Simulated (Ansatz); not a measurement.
Relative stability

The two ends of one reaction step of CH$_{10}$Si$_{2}$, singlet (PBE0-D4/def2-TZVP).

A:

```csv
atom,x (Å),y (Å),z (Å)
Si1,0.5695,1.1006,1.6720
Si2,1.4231,-0.8054,0.6196
H3,-0.6300,1.6066,0.9533
H4,0.1844,0.7816,3.0733
H5,1.5979,2.1755,1.6962
H6,-0.8360,-0.9369,-2.1790
C7,-1.5977,-0.2366,-1.8374
H8,2.6257,-1.2895,1.3503
H9,0.4078,-1.8920,0.6048
H10,1.8128,-0.4951,-0.7818
H11,-2.4142,-0.2078,-2.5585
H12,-1.1622,0.7579,-1.7431
H13,-1.9809,-0.5590,-0.8696
```

B:

Si1  (-0.858, 1.311, 0.709)
Si2  (1.814, -1.678, 0.142)
H3  (-1.219, 2.735, 0.948)
H4  (-1.474, 0.485, 1.782)
H5  (0.622, 1.188, 0.823)
H6  (0.435, -1.839, 0.670)
C7  (-1.442, 0.756, -0.979)
H8  (2.661, -1.004, 1.157)
H9  (2.377, -3.017, -0.166)
H10  (1.773, -0.864, -1.099)
H11  (-1.189, -0.292, -1.153)
H12  (-0.975, 1.353, -1.766)
H13  (-2.525, 0.864, -1.068)
(Å)

Ansatz 0.2.0; basis: def2-TZVPP; cores frozen in the correlated methods. B3LYP uses VWN-RPA correlation.

Task: Which structure is lower at CCSD(T), and by how much? (Judge from chemistry; the value comes from the calculation.)

Result: Computed: A, by 1.70 kcal/mol (electronic energy, against the other). By their contacts, A is a complex of Si₂H₆ ([SiH3][SiH3]) + CH₄ and B is a complex of CH₆Si ([CH3][SiH3]) + SiH₄.

All methods give the same order:

```json
{"method": "SPW92", "E(B) − E(A) (kcal/mol)": "3.40"}
{"method": "PBE-D4", "E(B) − E(A) (kcal/mol)": "4.62"}
{"method": "BLYP-D4", "E(B) − E(A) (kcal/mol)": "2.62"}
{"method": "r2SCAN-D4", "E(B) − E(A) (kcal/mol)": "3.06"}
{"method": "B97M-V", "E(B) − E(A) (kcal/mol)": "3.40"}
{"method": "PBE0-D4", "E(B) − E(A) (kcal/mol)": "3.84"}
{"method": "B3LYP-D4", "E(B) − E(A) (kcal/mol)": "2.21"}
{"method": "r2SCAN0-D4", "E(B) − E(A) (kcal/mol)": "2.60"}
{"method": "BHLYP-D4", "E(B) − E(A) (kcal/mol)": "1.38"}
{"method": "CAM-B3LYP-D4", "E(B) − E(A) (kcal/mol)": "1.28"}
{"method": "wB97X-V", "E(B) − E(A) (kcal/mol)": "1.94"}
{"method": "wB97M-V", "E(B) − E(A) (kcal/mol)": "0.58"}
{"method": "B2PLYP", "E(B) − E(A) (kcal/mol)": "1.68"}
{"method": "PBE-QIDH", "E(B) − E(A) (kcal/mol)": "2.28"}
{"method": "RPA on PBE", "E(B) − E(A) (kcal/mol)": "1.23"}
{"method": "HF", "E(B) − E(A) (kcal/mol)": "0.37"}
{"method": "MP2", "E(B) − E(A) (kcal/mol)": "0.46"}
{"method": "CCSD", "E(B) − E(A) (kcal/mol)": "1.50"}
{"method": "CCSD(T)", "E(B) − E(A) (kcal/mol)": "1.70"}
```

No T1 diagnostic of these runs exceeds 0.012.

Labels in which every atom is bracketed show which atoms are joined, not bond orders.

For scale, one of the runs: CCSD(T)/def2-TZVPP, 255 basis functions, launched by `ansatz run in.yaml --threads 4 --pin off --events-out ev --progress --plain --max-ram 9574MiB`. Time: 61 s of wall clock on 4 CPU threads of an AMD EPYC 7R43; the host was shared. Peak host memory: 5.3 GiB.
